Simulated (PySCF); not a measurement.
**BeH₃Cl, a complex of two parts: interaction energy**

One table from this session's results is given with a row withheld; the runs are named, their logs left out.

Programs: PySCF 2.14.0. All values are calculated, for the isolated system unless a continuum is named. Atoms count from 0, parts from 1.

## The system as given

5 atoms, charge 0, multiplicity 1; geometry: GFN2-xTB. Parts: 1 = atoms 0–2, `[BeH2]`, charge 0; 2 = atoms 3–4, `Cl`, charge 0.

Set-up of the first run:

What the job is given:

```
{"job": {"xc": "PBE0", "basis": "def2-SVPD", "d3": "d3bj", "grid": 2, "kind": "geom"}, "charge": 0, "multiplicity": 1, "parts": [{"atoms": "0-2", "charge": 0, "multiplicity": 1}, {"atoms": "3-4", "charge": 0, "multiplicity": 1}]}
Be     0.098235    -0.149012     0.007877
H      0.428776     0.172612    -1.207313
H     -0.943729    -0.268347     0.779212
Cl     1.816811    -0.628158     1.047470
H      1.662321    -0.968192     2.267009
```

Run with:

```bash
> OMP_NUM_THREADS=1 python cluster_run.py task.json out
```

One launch serves the whole session: the jobs run in the order shown.

Steps of the session up to this table: Geometry optimisation at PBE0-D3(BJ)/def2-SVPD; Coupled-cluster interaction energy: CCSD(T) and MP2, 2.45 Å; Coupled-cluster interaction energy: CCSD(T) and MP2, 2.70 Å; Coupled-cluster interaction energy: CCSD(T) and MP2, 2.33 Å; Coupled-cluster interaction energy: CCSD(T) and MP2, 3.06 Å; Coupled-cluster interaction energy: CCSD(T) and MP2, 2.21 Å; Coupled-cluster interaction energy: CCSD(T) and MP2, 3.68 Å; Coupled-cluster interaction energy: CCSD(T) and MP2, 4.90 Å.

One table of the session follows, with a row left open; its other results are not shown here.

It belongs to the step «Coupled-cluster interaction energy: CCSD(T) and MP2, 4.90 Å». 

| method | interaction energy (kcal/mol) |
| --- | --- |
| HF/aug-cc-pVDZ | -0.40 |
| MP2/aug-cc-pVDZ | -0.48 |
| CCSD/aug-cc-pVDZ | ? |
| CCSD(T)/aug-cc-pVDZ | -0.46 |
| HF/aug-cc-pVTZ | -0.38 |
| MP2/aug-cc-pVTZ | -0.47 |
| SCS-MP2/aug-cc-pVTZ | -0.44 |
| MP2, extrapolated | -0.47 |
| CCSD(T), limit estimate | -0.46 |

**Question.** Estimate the row for CCSD/aug-cc-pVDZ.

As computed: interaction energy (kcal/mol): -0.45. In the column «interaction energy (kcal/mol)» it lies between CCSD(T), limit estimate (-0.46) and SCS-MP2/aug-cc-pVTZ (-0.44).

In this run the core of Be (1s) is correlated, in a basis without core functions; only the other cores are frozen.
